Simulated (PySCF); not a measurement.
Input of a run (PBE0-D3(BJ)/def2-SVP geometry optimisation, gas phase (PySCF 2.14.0)), started from GFN2-xTB:
```
{"job": {"xc": "PBE0", "basis": "def2-SVP", "d3": "d3bj", "grid": 1, "kind": "geom"}, "charge": 0, "multiplicity": 1}
C     -1.279367    -0.154271    -0.096061
C     -0.101181     0.123951     0.451889
C      1.124745     0.017524    -0.337748
O      1.245625    -0.296704    -1.476949
Cl     2.558747     0.432296     0.620520
H     -1.347192    -0.460684    -1.127300
H     -2.197518    -0.085449     0.461164
H      0.005198     0.432749     1.479921
```

Output (energies in Eh, forces in Eh/bohr):
```
step   0  E = -650.87530572  max force = 0.011340
step   1  E = -650.87620344  max force = 0.001917
step   2  E = -650.87618738  max force = 0.002248
step   3  E = -650.87621644  max force = 0.000682
step   4  E = -650.87621917  max force = 0.000101
optimisation converged
```

Problem. Summarise the run.

Solution. The energy falls by 0.025 eV over 5 energy and gradient evaluations, the largest force component goes from 0.0113 to 1.0e-04 Eh/bohr, and the atoms move by 0.019 Å rms after alignment. Among the bonds, C2–C3, C1–H6 and C1–H7 change most and about equally (+0.016 Å). Bonds longer at the end by more than 0.005 Å: 6 of 7; shorter: 0. The energy rose by more than 1e-6 Eh at step 2. The first step brought 98 % of the lowering.

Problem. What are the final bond lengths?

Solution. C1=C2 1.336 Å, C2–C3 1.478 Å, C3=O4 1.187 Å, C3–Cl5 1.786 Å, C1–H6 1.094 Å, C1–H7 1.092 Å, C2–H8 1.092 Å. Numbering counts from 1 in the input's order; the species is `C=CC(=O)Cl`.

The run used 89 basis functions and 35 SCF cycles in all.

Whether it is a minimum is left open (no frequencies). The numbers are those of one conformer.

Shape of the structure used: `[CH2:1]=[CH:2][C:3](=[O:4])[Cl:5]`: C1–C2–C3–O4 1°.
